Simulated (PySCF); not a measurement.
## BO at PBE0

Level: PBE0. basis B def2-TZVP, O def2-TZVP; no relativity; PySCF 2.14.

| Quantity | Value |
| --- | --- |
| state | quartet, unpaired electrons σ ↑, π ↑↑, a mixture of terms (⟨Lz²⟩ = 2.0), a second solution, started from another occupation |
| bond length | 2.652 bohr |
| harmonic wavenumber | 1217 cm⁻¹ |
| force constant | 5.70 mdyn/Å |
| rotational constant Be | 1.313 cm⁻¹ |
| anharmonicity ωexe | 9.85 cm⁻¹ |
| vibration–rotation constant αe | 0.0152 cm⁻¹ |
| energy of the minimum from ground-state B + O | -2.91 eV |
| bond order (Mayer) | 1.27 |
| dipole moment (positive dipole means B(−)O(+)) | -0.50 D |

Counting both spins, an empty level lies below a filled one in this solution, because spin and occupation are held.
